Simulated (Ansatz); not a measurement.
Worked example: vertical ionisation energy of C2H4Cl2 (1,1-dichloroethane)

C2H4Cl2 has 8 atoms, charge 0, and is taken as a singlet. SMILES: `CC(Cl)Cl`. The shape is that of a PBE0-D4/def2-TZVP optimisation.

Both states at this one shape; open shells run unrestricted unless said. 1 Eh = 27.2114 eV.

```tsv
level	program	singlet C2H4Cl2 (Eh)	doublet [C2H4Cl2]+ (Eh)	HOMO of the first (eV)
HF/3-21G	Ansatz	-992.213915	-991.815272	-12.06
BLYP/cc-pVDZ	Ansatz	-998.967171	-998.592950	-6.84
HSE06/cc-pVDZ	Ansatz	-998.616108	-998.217562	-8.12
```

Problem. Work out the vertical ionisation energy at each level.

Solution. 
1. HF/3-21G: -991.815272 − (-992.213915) = 0.398643 Eh = 10.85 eV; −ε(HOMO) = 12.06 eV.
2. BLYP/cc-pVDZ: -998.592950 − (-998.967171) = 0.374221 Eh = 10.18 eV; −ε(HOMO) = 6.84 eV.
3. HSE06/cc-pVDZ: -998.217562 − (-998.616108) = 0.398546 Eh = 10.84 eV; −ε(HOMO) = 8.12 eV.

No measured value is set beside it here; the levels span 10.18 to 10.85 eV. In Hartree–Fock, −ε(HOMO) (Koopmans) exceeds the difference of totals by the orbital relaxation of the ion. In semi-local functionals −ε(HOMO) lies far under the ionisation energy, a result of self-interaction, while the difference of totals does much better.
